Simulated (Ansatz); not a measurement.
# C3H5N: the cost of one run

All numbers below are computed with Ansatz 0.2.0 (RKS B3LYP-D4/STO-3G).

### 1 The system as given

Bond lengths: C1–C2 1.278 Å, C2–N3 1.365 Å, N3–C4 1.326 Å, C1–H5 1.106 Å, C1–H6 1.145 Å, C2–H7 1.106 Å, C4–H8 1.110 Å, C4–H9 1.029 Å. Angles: C1–C2–N3 121.5°, C1–C2–H7 117.5°, N3–C2–H7 120.9°, C2–C1–H5 125.1°, C2–C1–H6 121.9°, H5–C1–H6 112.9°, C2–N3–C4 112.6°, N3–C4–H8 115.2°, N3–C4–H9 128.4°, H8–C4–H9 116.0°.

As a file:

```xyz
9

C    -0.2334    1.4438   -0.8311
C     0.1210    0.2924   -0.4032
N    -0.4569   -0.2683    0.6995
C     0.1151   -1.4133    1.0478
H     0.1552    1.9301   -1.7455
H    -1.0601    2.0508   -0.3215
H     0.9346   -0.2261   -0.9450
H    -0.3256   -1.9111    1.9368
H     0.8386   -1.9445    0.5451
```

### 2 Relaxing end A

The input, input.yaml:

```yaml
crystal:
  periodic: [false, false, false]
  atoms:
    - { symbol: C, position_ang: [-0.2334, 1.4438, -0.8311] }
    - { symbol: C, position_ang: [0.121, 0.2924, -0.4032] }
    - { symbol: "N", position_ang: [-0.4569, -0.2683, 0.6995] }
    - { symbol: C, position_ang: [0.1151, -1.4133, 1.0478] }
    - { symbol: H, position_ang: [0.1552, 1.9301, -1.7455] }
    - { symbol: H, position_ang: [-1.0601, 2.0508, -0.3215] }
    - { symbol: H, position_ang: [0.9346, -0.2261, -0.945] }
    - { symbol: H, position_ang: [-0.3256, -1.9111, 1.9368] }
    - { symbol: H, position_ang: [0.8386, -1.9445, 0.5451] }
basis:
  gaussian: { orbitals: STO-3G }
hamiltonian:
  xc: b3lyp
  dispersion: d4
relax:
  f_tol: 0.015
  max_steps: 40
```

Command:

```
ansatz run input.yaml --threads 1 --pin off --max-ram 2048MiB --backend cpu --events-out ev --progress --plain --runs-dir out
```

Q: Estimate wall time and peak memory on 1 thread of Intel Xeon at 2.70GHz, shared host.

About 15 s, with a peak of 0.11 GiB.
